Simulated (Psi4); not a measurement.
Process, species as SMILES: S (H2S) → [SH-] + H+
B3LYP-D3(BJ)/def2-TZVP geometries, fixed; electronic energies without zero-point terms.

Effect of the treatment of two-electron integrals at PBE/cc-pV(T+d)Z with Psi4, against the last row, where the deprotonation energy is 362.86 kcal/mol.

```tsv
setting	largest shift of a total energy (mEh)	shift of the deprotonation energy (kcal/mol)
scf_type: df	-0.028	-0.006
scf_type: cd	-0.014	0.004
scf_type: pk	0.000	0.000
```

Within 0.02 kcal/mol in the deprotonation energy: scf_type: df; scf_type: cd. The largest shift is 0.028 mEh in a total energy and 0.006 kcal/mol in the difference.
